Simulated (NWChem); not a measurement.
**Correlation energy of methyl formate (C2H4O2)**

SMILES: O=COC
```xyz
8

C     -1.3748    -0.3031     0.1031
O     -0.0616    -0.8209     0.2551
C      0.9305     0.0230    -0.0131
O      0.8004     1.1597    -0.3652
H     -1.5542     0.0098    -0.9363
H     -2.0599    -1.1132     0.3778
H     -1.5314     0.5666     0.7583
H      1.9011    -0.4932     0.1413
```
Charge 0, spin multiplicity 1.

Program: NWChem. All single points use one geometry, from PBE0/def2-SVP, a minimum by its harmonic frequencies. It is one conformer; others weren't searched.

Basis set: STO-3G. Each correlation energy counts from its own Hartree-Fock reference.

```json
[
 {"method": "MP2", "correlation energy (mHa)": "-205.1", "difference from CCSD(T)": "+47.8"},
 {"method": "CR-CCSD(T)", "correlation energy (mHa)": "-251.5", "difference from CCSD(T)": "+1.4"},
 {"method": "CCSD", "correlation energy (mHa)": "-245.7", "difference from CCSD(T)": "+7.2"},
 {"method": "CCSD+T(CCSD)", "correlation energy (mHa)": "-254.1", "difference from CCSD(T)": "-1.2"},
 {"method": "CCSD(T)", "correlation energy (mHa)": "-252.9", "difference from CCSD(T)": "0.0"},
 {"method": "CCSDT", "correlation energy (mHa)": "-253.8", "difference from CCSD(T)": "-1.0"},
 {"method": "CR-CCSD[T]", "correlation energy (mHa)": "-252.5", "difference from CCSD(T)": "+0.4"},
 {"method": "SCS-MP2", "correlation energy (mHa)": "-214.1", "difference from CCSD(T)": "+38.8"}
]
```

The values span 48.9 mHa, from CCSD+T(CCSD) (lowest) to MP2 (highest). 

The correlated methods keep 4 core orbitals frozen. Coupled-cluster values serve here as a point of comparison, not as the truth.
